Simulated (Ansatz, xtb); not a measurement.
C2H5F2N+: which of two isomers lies lower

Structure a is the doublet with the links of `[CH2]C([NH3+])(F)F` and structure b is the doublet with the links of `[NH3+]C[C](F)F`. Both are isolated ions in the gas phase, relaxed with B3LYP-D3(BJ)/def2-SVP; the shapes shown needn't be the lowest conformers.

a (Å):

```yaml
atoms:
  - { symbol: C, position_ang: [0.1848, -0.4858, 1.6247] }
  - { symbol: C, position_ang: [-0.3874, 0.2316, 0.4707] }
  - { symbol: F, position_ang: [-1.6026, -0.1882, 0.1296] }
  - { symbol: F, position_ang: [0.4099, 0.2533, -0.5938] }
  - { symbol: N, position_ang: [-0.6140, 1.7560, 0.7705] }
  - { symbol: H, position_ang: [-0.4884, -0.9571, 2.3438] }
  - { symbol: H, position_ang: [1.2699, -0.5720, 1.7114] }
  - { symbol: H, position_ang: [0.2751, 2.2261, 0.9994] }
  - { symbol: H, position_ang: [-1.0153, 2.2091, -0.0685] }
  - { symbol: H, position_ang: [-1.2701, 1.8871, 1.5554] }
```

b (Å):

```yaml
atoms:
  - { symbol: C, position_ang: [-0.3282, 1.3142, 0.5450] }
  - { symbol: C, position_ang: [0.6916, 0.5143, -0.1866] }
  - { symbol: F, position_ang: [1.7736, 0.2217, 0.5100] }
  - { symbol: F, position_ang: [0.2180, -0.5361, -0.8298] }
  - { symbol: N, position_ang: [-0.9305, 0.5014, 1.7040] }
  - { symbol: H, position_ang: [-1.3804, -0.3596, 1.3554] }
  - { symbol: H, position_ang: [-0.1985, 0.2164, 2.3736] }
  - { symbol: H, position_ang: [-1.6409, 1.0370, 2.2257] }
  - { symbol: H, position_ang: [0.1214, 2.2150, 0.9833] }
  - { symbol: H, position_ang: [-1.1578, 1.5917, -0.1185] }
```

Quicker runs give these differences E(b) − E(a): GFN2-xTB −42.56 kJ/mol; HF/STO-3G −25.04 kJ/mol (at GFN2-xTB geometries); r2SCAN-D4/def2-SVP +9.65 kJ/mol (at GFN2-xTB geometries).

Problem. Which of the two would you expect CCSD(T)/def2-SVP + ΔMP2/def2-TZVPP electronic energies to favour?

Solution. Not settled: CCSD(T)/def2-SVP + ΔMP2/def2-TZVPP gives E(b) − E(a) = +4.77 kJ/mol, but this leans on the basis-set step: CCSD(T) alone gives +3.55 kJ/mol.

The same difference at several levels:

| level | geometry | E(b) − E(a) (kJ/mol) | departure from the last row (kJ/mol) | job, with rough time for the two |
| --- | --- | --- | --- | --- |
| GFN2-xTB | GFN2-xTB | −42.56 | −47.33 | optimisation, 0.12 s |
| HF/STO-3G | GFN2-xTB | −25.04 | −29.81 | single point, 0.38 s |
| r2SCAN-D4/def2-SVP | GFN2-xTB | +9.65 | +4.88 | single point, 3.8 s |
| B3LYP-D3(BJ)/def2-SVP | B3LYP-D3(BJ)/def2-SVP | −1.66 | −6.43 | optimisation, 36 s |
| HF/def2-SVP | B3LYP-D3(BJ)/def2-SVP | +7.68 | +2.91 | part of the CCSD(T) run |
| MP2/def2-SVP | B3LYP-D3(BJ)/def2-SVP | +4.77 | 0.00 | part of the CCSD(T) run |
| CCSD(T)/def2-SVP | B3LYP-D3(BJ)/def2-SVP | +3.55 | −1.22 | single point |
| CCSD(T)/def2-SVP + ΔMP2/def2-TZVPP | B3LYP-D3(BJ)/def2-SVP | +4.77 |  | single point, 42 s |

As drawn, both hold the same kinds of bond in the same numbers.

GFN2-xTB, HF/STO-3G put the two in the other order. B3LYP-D3(BJ)/def2-SVP finds them nearly level. The largest departure from CCSD(T)/def2-SVP + ΔMP2/def2-TZVPP is that of GFN2-xTB, 47.33 kJ/mol. The last row adds to CCSD(T) the change of the MP2 difference between the two basis sets, here +1.22 kJ/mol.

With harmonic frequencies from B3LYP-D3(BJ)/def2-SVP (ideal gas, rigid rotor, one conformer each, 298.15 K, 1 atm): on the last row, ΔE + ΔZPE = +14.14, ΔH = +13.62, ΔG = +12.15 kJ/mol.

Open shells are spin-unrestricted. The correlated steps freeze 5 core orbitals. Codes used: Ansatz 0.2.0, xtb 6.7.1; the last row on 2 threads of Intel(R) Xeon(R) 6975P-C (Granite Rapids) on a shared host.
